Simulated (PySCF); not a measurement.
Assigning NMR signals

Bonds (- single, = double, # triple, : aromatic): C1-C2 1.512 Å, C2-S3 1.817 Å, S3-S4 2.028 Å, S4-C5 1.805 Å. C1 carries H6, H7, H8; C2 carries H9, H10; C5 carries H11, H12, H13.

Method: shielding tensors at B97-2/pcSseg-2 (GIAO), coordinates at the PBE0-D3(BJ)/def2-TZVP level, in PySCF (non-relativistic Hamiltonian, no solvent model, fast rotation and ring inversion assumed for equivalent nuclei, one computed conformer).

Chemical shifts δ = σref − σ; 13C (σ = 185.38 ppm), 1H (σ = 31.64 ppm) vs TMS, all at this level.

Problem. Assign these signals to the numbered atoms. 13C{1H} NMR (computed): δ 34.7, 25.2, 15.8.

Solution. 
34.7 → C2, sp3 CH2 bonded to S
25.2 → C5, methyl carbon bonded to S
15.8 → C1, methyl carbon: saturated and bonded to C and H only

Problem. Assign these signals to the numbered atoms. 1H NMR (300 MHz, computed): δ 2.38 (q, 2H), 2.10 (s, 3H), 1.32 (t, 3H).

Solution. 
2.38 → H9/H10, hydrogen on an sp3 CH2 bonded to S
2.10 → H11/H12/H13, hydrogen on a methyl carbon bonded to S
1.32 → H6/H7/H8, hydrogen on a methyl carbon

Shifts are as computed. Against solution values, carbons near 30 ppm lie about +3 ppm off and those near 130 ppm about +7 ppm. Of 1211 compounds with measured shifts, 218 miss one by over three times the rms of a fit or turn the order of signals round; such compounds aren't used in these exercises. Multiplicities follow the n + 1 count of equivalent neighbours, as no J values were calculated; m marks all less simple cases, F and P coupling included.
